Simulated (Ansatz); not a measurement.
HAlSi, triplet: the ladder up to full CI

Geometry: a point of a stretch scan, not a stationary point.

```xyz
3

Si    0.0000    0.0000    3.9010
Al    0.0000    0.0000   -1.1510
H     0.0000    0.0000   -2.7499
```

Basis 6-31G; Ansatz 0.2.0. Only valence electrons are correlated (noble-gas cores frozen), which leaves 8 electrons in 18 orbitals. Prefix R: restricted or restricted open-shell reference; prefix U: unrestricted. Active spaces: valence = (8e, 9o) chosen from the atoms' valence shells; pair = (4e, 4o) about the gap.

Full CI is exact within this basis and frozen core; it isn't the basis-set limit. The frozen core follows each run's orbitals, which can shift R against U totals by a few meV.

For open shells CISD and CISDTQ are restricted-active-space CI with the open shells as a complete middle space.

```
UHF ⟨S²⟩                          : 2.006
T1 diagnostic (RCCSD)             : 0.0114
largest doubles amplitude (RCCSD) : 0.108
T1 diagnostic (UCCSD)             : 0.0111
```

```
   level  E − E(RHF) (eV)
     UHF          -0.0019
    RMP2          -1.1865
    UMP2          -1.1869
   RCCSD          -1.8778
   UCCSD          -1.8780
RCCSD(T)          -1.8898
UCCSD(T)          -1.8900
```

(1) Estimate how far full CI in 6-31G lies from RCCSD(T). The table doesn't fix it; the size of (T) and the diagnostics are the guide.

(1) Full CI in 6-31G lies 0.16 kcal/mol below RCCSD(T), which is 58 % of the (T) step (-0.28 kcal/mol). The diagnostics give no warning, yet the rest is a sizeable part of (T).

The other levels:

| level | E − E(full CI) (kcal/mol) | share of correlation (%) | wall time |
| --- | --- | --- | --- |
| CISD | 2.71 | 93.80 | 0.87 s |
| BCCD(T) | 0.16 | 99.64 | 1.9 s |
| RCCSDT | 0.04 | 99.91 | – |
| UCCSDT | 0.04 | 99.92 | – |
| CISDTQ | 0.06 | 99.86 | 5.5 s |
| RCCSDT(Q) | 0.01 | 99.97 | 4.5 s |
| UCCSDT(Q) | 0.01 | 99.98 | 7 s |
| RCCSDTQ | 0.00 | 100.00 | 34 s |
| UCCSDTQ | 0.00 | 100.01 | 35 s |
| CASSCF (pair space) | 34.66 | 20.75 | – |
| NEVPT2 (pair space) | 14.40 | 67.07 | 0.96 s |
| MRCISD (pair space) | 1.68 | 96.16 | – |
| MRCISD+Q (pair space) | -0.87 | 101.99 | 1.6 s |
| CASSCF (valence space) | 12.36 | 71.75 | – |
| NEVPT2 (valence space) | 4.98 | 88.61 | 3.5 s |
| MRCISD (valence space) | 0.43 | 99.02 | – |
| MRCISD+Q (valence space) | 0.21 | 99.53 | 4.8 s |

The correlation energy at full CI, counted from RHF, is -1.897 eV. That run took 31 s on 1 thread of Arm Neoverse V1, shared host over 2,340,352 determinants.

Times hold each run's SCF and search for its determinant on a shared host, so for small cases they say little of a method's own cost; they ran on 1 thread of Arm Neoverse V1.

Not variational, and here over 5 meV under the exact energy: MRCISD+Q (pair space).

The full-CI state has the irrep A2 of C2v, in the program's axes (one component, if the state is degenerate).

Natural occupations of full CI about the gap: 1.969 1.951 1.897 0.997 0.997 0.044 0.044 0.037 0.030 0.009; effectively unpaired electrons, Σ n²(2−n)², 2.08.
